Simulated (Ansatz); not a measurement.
# One shape, several levels: HBS (hydrogen boron sulfide)

Wanted: a comparison of 6 runs (HF/STO-3G, BHLYP/STO-3G, r2SCAN0/STO-3G, RPA@PBE/STO-3G, UMP2/STO-3G, CCSDTQ/STO-3G) of HBS (hydrogen boron sulfide). 

Program for the calculation: Ansatz 0.2.0.

70 further runs of the same task are left out: 11 that didn't finish, 59 set aside as unsound or not needed.

### 1 The molecule

HBS: 3 atoms, total charge 0, spin state singlet. As SMILES, `B=S`. The S2–B1 distance was set to 2.388 Å, away from the relaxed value.

Bond lengths: B1–H3 1.144 Å. A long bond or contact: B1–S2 2.388 Å.

### 2 A single-point energy at HF/STO-3G (run 1)

in.yaml reads:

```yaml
crystal:
  periodic: [false, false, false]
  atoms:
    - symbol: B
      position_ang: [-0.259218, -0.097410, 0.903687]
    - symbol: S
      position_ang: [0.395320, 0.146510, -1.379660]
    - symbol: H
      position_ang: [-0.572488, -0.211720, 1.998257]
basis:
  gaussian:
    orbitals: STO-3G
hamiltonian:
  xc: hf
accuracy: high
```

The run is started by

```bash
ansatz run in.yaml --threads 1 --pin off --max-ram 2610MiB --events-out events.jsonl --progress --plain --runs-dir runs
```

What it wrote:

```text
Warning: RAYON_NUM_THREADS=1 ignored (pool sized by the plan → 1); use --threads N
Functional definition: HF
  name "HF"
  exchange = exact_x
  correlation = 0
237 factors; integrals over basis functions are off by at most 9.6e-9 eV
mean field evaluation 1: about -11361.0569 eV, gradient 3.7e1 eV
mean field evaluation 2: about -11361.0524 eV, gradient 3.7e1 eV
mean field evaluation 4: about -11368.9505 eV, gradient 1.6e1 eV
mean field evaluation 8: about -11370.5527 eV, gradient 2.2e-1 eV
mean field evaluation 16: about -11370.5419 eV, gradient 3.3e-8 eV
mean field -11370.54188903 eV, -417.8597071919 hartree, gradient 3.3e-8 eV, S^2 0.000000; 0 other end points of the search recorded, 0 dependent functions left out
reference -11370.54188903 eV, -417.8597071919 hartree; 11, 11 occupied and 4, 4 virtual orbitals, 237 factors
Total energy: -11370.54188903 eV, -417.8597071919 hartree
```

Run time: 0.08 s. Hardware: 1 thread of Arm Neoverse V1, shared host.

### 3 The energy at BHLYP/STO-3G (run 2)

molecule.yaml reads:

```yaml
crystal:
  periodic: [false, false, false]
  atoms:
    - {symbol: B, position_ang: [-0.259218, -0.097410, 0.903687]}
    - {symbol: S, position_ang: [0.395320, 0.146510, -1.379660]}
    - {symbol: H, position_ang: [-0.572488, -0.211720, 1.998257]}
basis:
  gaussian:
    orbitals: STO-3G
magnetization:
  spin_polarized: false
  initial_magnetization: 0
hamiltonian:
  xc: {name: BHLYP}
accuracy: high
```

The run is started by

```bash
ansatz run molecule.yaml --threads 1 --pin off --max-ram 2610MiB --events-out events.jsonl --progress --plain --runs-dir runs
```

What it wrote:

```text
Warning: RAYON_NUM_THREADS=1 ignored (pool sized by the plan → 1); use --threads N
Functional definition: BHLYP
  name "BHLYP"
  parameter a = 0.5
  exchange = (1 - a)*b88_x + a*exact_x
  correlation = lyp_c
237 factors; integrals over basis functions are off by at most 9.6e-9 eV
mean field evaluation 1: about -11384.9166 eV, gradient 3.4e1 eV
mean field evaluation 2: about -11274.0497 eV, gradient 9.8e1 eV
mean field evaluation 4: about -11385.2139 eV, gradient 3.3e1 eV
mean field evaluation 8: about -11385.4741 eV, gradient 3.3e1 eV
mean field evaluation 16: about -11391.9069 eV, gradient 2.3e-8 eV
mean field -11391.90690755 eV, -418.6448571406 hartree, gradient 2.0e-8 eV, S^2 0.000000; 0 other end points of the search recorded, 0 dependent functions left out
reference -11391.90692408 eV, -418.6448577479 hartree; 11, 11 occupied and 4, 4 virtual orbitals, 237 factors
Total energy: -11391.90692408 eV, -418.6448577479 hartree
```

Wall time 0.66 s (1 thread of Arm Neoverse V1, shared host).

Runs 3 to 5 aren't shown in full; the table further down has their settings and results.

### 4 The energy at CCSDTQ/STO-3G (run 6)

run.yaml reads:

```yaml
crystal:
  periodic: [false, false, false]
  atoms:
    - symbol: B
      position_ang: [-0.259218, -0.097410, 0.903687]
    - symbol: S
      position_ang: [0.395320, 0.146510, -1.379660]
    - symbol: H
      position_ang: [-0.572488, -0.211720, 1.998257]
basis:
  gaussian: {orbitals: STO-3G}
correlation: {method: ccsdtq, frozen_orbitals: {B: 1, H: 0, S: 5}}
accuracy: high
scf: {omitted_lower_state_checks: [cluster_reference, increment]}
```

The run is started by

```bash
ansatz run run.yaml --threads 1 --pin off --max-ram 2610MiB --events-out events.jsonl --progress --plain --runs-dir runs
```

What it wrote:

```text
Warning: RAYON_NUM_THREADS=1 ignored (pool sized by the plan → 1); use --threads N
[... 13 lines left out ...]
6 core orbitals not correlated: weight in the atoms' cores, before any rotation towards them, 1.000 or more for the frozen orbitals, at most 0.000 for the correlated occupied ones
[... 58 lines left out ...]
Total energy: -11374.62236909 eV, -418.0096620682 hartree
Checks for a lower state left out: cluster_reference, increment
```

Wall time 2.7 s (1 thread of Arm Neoverse V1, shared host); peak memory 0.14 GiB.

### 5 Overview of the runs

| run | level | frozen core orbitals | energy (Eh) | wall time |
| --- | --- | --- | --- | --- |
| 1 | HF/STO-3G | – | -417.859707 | 0.08 s |
| 2 | BHLYP/STO-3G | – | -418.644858 | 0.66 s |
| 3 | r2SCAN0/STO-3G | – | -418.625141 | 1.6 s |
| 4 | RPA@PBE/STO-3G | 6 | -418.055443 | 1.1 s |
| 5 | UMP2/STO-3G | 6 | -417.946154 | 0.83 s |
| 6 | CCSDTQ/STO-3G | 6 | -418.009662 | 2.7 s |

### 6 Summary of results

| quantity | value |
| --- | --- |
| run 6: total energy | -418.00966 Eh |
| run 6: correlation energy (6 core orbitals frozen) | -150.0 mEh |
| run 6: T1 diagnostic | 0.209 |

What this shows: Below the HF energy at the same shape and in the same basis (STO-3G): UMP2 -86.4 mEh; CCSDTQ -150.0 mEh. Some of these start from another determinant than that one, so these aren't their correlation energies. Totals of different functionals can't be ranked against each other. In runs 4, 6 the log says that unrestricted orbitals would lower the reference, so the values rest on an unstable closed-shell determinant (other closed-shell runs at this shape may share the fault). In runs 1, 2, 3, 4, 5, 6 the basis is minimal, so the values are rough. Spin contamination of the reference: run 5 ⟨S²⟩ = 1.47. Where it is this large, the reference is a mixture of spin states, and values that rest on it are in doubt. All runs together took 7 s, the longest 2.7 s.
